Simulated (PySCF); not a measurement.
**[C3H5O3]-: core ionisation energies**

Species: methoxyacetate, C₃H₅O₃ (charge -1).
SMILES with atom numbers: `[CH3:1][O:2][CH2:3][C:4](=[O:5])[O-:6]`

Structure used (PBE0-D3(BJ)/def2-SVP), in Å, numbered top down from 1:
```xyz
11
C3H5O3 angstrom
C     -1.098   -0.157    1.168
O     -1.077    0.283   -0.151
C      0.217    0.610   -0.602
C      1.285   -0.530   -0.675
O      2.381   -0.127   -1.102
O      0.931   -1.668   -0.311
H     -0.463   -1.051    1.293
H     -2.143   -0.397    1.431
H     -0.747    0.634    1.873
H      0.648    1.430    0.015
H      0.099    1.014   -1.621
```

Computed with PySCF 2.14.0, delta-SCF UKS SCAN, pcX-2 on the ionised atom, pcseg-1 elsewhere, spin-free X2C. Vertical ΔSCF values, vacuum level as zero.

List the computed XPS lines with their assignment.

| atom(s) | bonded to | level | binding energy (eV) | above the level's lowest (eV) | count |
| --- | --- | --- | --- | --- | --- |
| O2 | 2 C | O 1s | 533.86 | +3.07 | 1 |
| O5/O6 | C | O 1s | 530.79 | 0.00 | 2 |
| C4 | 2 O and C | C 1s | 287.84 | +0.85 | 1 |
| C1 | O and 3 H | C 1s | 287.81 | +0.82 | 1 |
| C3 | O, C and 2 H | C 1s | 286.99 | 0.00 | 1 |

Lowest listed C 1s: C3, bonded to O, C and 2 H. Highest, 0.85 eV above it: C4, bonded to 2 O and C. The widest gap between neighbouring values is 0.82 eV, between 286.99 and 287.81 eV. Summing the Pauling electronegativity differences to the bonded atoms, each weighted by its formal bond order, gives +0.19 for the lowest site and +2.67 for the highest; no listed site has a larger sum than the highest. The smallest sum, -0.16, belongs to C1, 0.82 eV above the lowest. The values 287.81 and 287.84 eV lie too close for their order to be trusted.

The listed O 1s values span 3.07 eV, from O5/O6 (bonded to C) to O2 (bonded to 2 C). Summing the Pauling electronegativity differences to the bonded atoms, each weighted by its formal bond order, gives -1.34 for the lowest site and -1.78 for the highest; the largest sum, -1.34, belongs to O5/O6, 3.07 eV below the top. The smallest sum, -1.78, belongs to O2, 3.07 eV above the lowest.

Which effective nuclear charge Zeff reproduces each element's mean 1s value in the hydrogen-like formula E = 13.606 eV × Zeff²?

C (Z = 6): mean 287.5 eV, Zeff = 4.60, Z − Zeff = 1.40; O (Z = 8): mean 531.8 eV, Zeff = 6.25, Z − Zeff = 1.75. Means run over the listed sites, weighted by atom count.

Topologically equivalent atoms share the value of their first member; where this conformer doesn't relate them by symmetry, their own values could differ. The species carries charge -1, so core ionisation leaves a neutral species. The basis sets have no added diffuse functions. One conformer (not necessarily the lowest) at the PBE0-D3(BJ)/def2-SVP geometry, without solvent, vibrations or thermal averaging.
